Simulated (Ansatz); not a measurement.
Zinc-blende GaAs, treated with HSE06 (PAW; Ansatz, a program for electronic structure).

Total energies, extrapolated to zero smearing (they compare only within this program, potentials and cutoff; free atoms with spin allowed, lowest state found):

```json
[
 {"system": "zinc-blende GaAs, relaxed", "energy (eV/atom)": "-4320.8026"},
 {"system": "free Ga atom", "energy (eV/atom)": "-3780.8046"},
 {"system": "free As atom", "energy (eV/atom)": "-4854.4875"}
]
```

Task: Work out the cohesive energy per atom.

Result: E_coh = [1 × (-3780.8046) + 1 × (-4854.4875)]/2 − (-4320.8026) = 3.16 eV/atom. The reference value is 3.34 eV/atom (measured, static lattice: zero-point vibration energy added, sources range from 3.34 to 3.39; as tabulated in Mejia-Rodriguez and Trickey (2018), arXiv:1807.09216), a difference of -0.18 eV/atom.

The PAW data were made under PBE.
